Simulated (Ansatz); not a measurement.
This geometry of C2H6N2O (11 atoms, charge 0, multiplicity 1) is a first-order saddle point.

The calculation used RKS PBE/6-31G in Ansatz 0.2.0.

```xyz
11
Properties=species:S:1:pos:R:3
C -1.374 0.180 0.704
N -0.044 -0.477 0.597
C 0.898 0.278 -0.229
N 1.276 -0.444 -1.326
O 1.297 1.441 0.025
H -1.323 1.223 1.074
H -1.851 0.187 -0.290
H -2.007 -0.416 1.380
H 0.363 -0.602 1.534
H 1.920 -0.043 -2.001
H 0.911 -1.383 -1.448
```

Problem. Which two structures does it join? (They come from a converged band through this point; their orientation in space is the band's.)

Solution. No bond is made or broken. The dihedral C1–N2–C3–O5 goes from 0 to 179°.

Image 0:

```xyz
11
Properties=species:S:1:pos:R:3
C -1.461 0.421 0.740
N -0.356 -0.366 0.206
C 0.737 0.252 -0.388
N 1.718 -0.611 -0.854
O 0.840 1.505 -0.502
H -1.206 1.478 0.567
H -2.413 0.194 0.225
H -1.594 0.258 1.824
H -0.401 -1.379 0.272
H 2.527 -0.188 -1.293
H 1.675 -1.621 -0.776
```

Image 8:

```xyz
11
Properties=species:S:1:pos:R:3
C -1.280 -0.211 0.539
N 0.126 -0.050 0.887
C 1.173 0.152 -0.002
N 0.822 0.190 -1.342
O 2.366 0.291 0.390
H -1.683 0.678 0.015
H -1.456 -1.102 -0.096
H -1.865 -0.344 1.462
H 0.412 -0.074 1.861
H 1.574 0.337 -2.004
H -0.123 0.075 -1.689
```

Problem. How far does it lie above each of them?

Solution. 50.2 kJ/mol above the first and 47.6 kJ/mol above the second. This is the barrier of this one path; another mechanism may lie lower. Limits of this set-up: no polarisation functions.

Time of the run: 9.4 min on 1 CPU thread of a shared host.
